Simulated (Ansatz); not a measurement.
Si(SiH3)2H2 (Si3H8). The state is a singlet with charge 0. Geometry PBE0-D4/def2-SVP; atoms count from 1.

```xyz
11

Si   -0.195    0.291   -0.928
Si    1.581    1.071    0.390
H     1.043    1.709    1.631
H     2.407    2.073   -0.351
H     2.454   -0.079    0.785
Si   -1.440   -1.282    0.286
H    -1.974   -0.646    1.531
H    -0.559   -2.426    0.675
H    -2.586   -1.805   -0.520
H     0.342   -0.344   -2.174
H    -1.073    1.438   -1.323
```

Question: Estimate the Mulliken populations from the PBE0/def2-TZVP orbitals of Ansatz.

Answer: 
```
atom  charge (e)
 Si1        0.01
 Si2        0.02
  H3       -0.01
  H4       -0.01
  H5       -0.01
 Si6        0.02
  H7       -0.01
  H8       -0.01
  H9       -0.01
 H10        0.00
 H11        0.00
```
Mulliken values depend strongly on the basis.

Question: And the Mayer bond orders between heavy atoms (over 0.3)?

Answer: Si1–Si2 0.97 (2.34 Å); Si1–Si6 0.97 (2.34 Å).
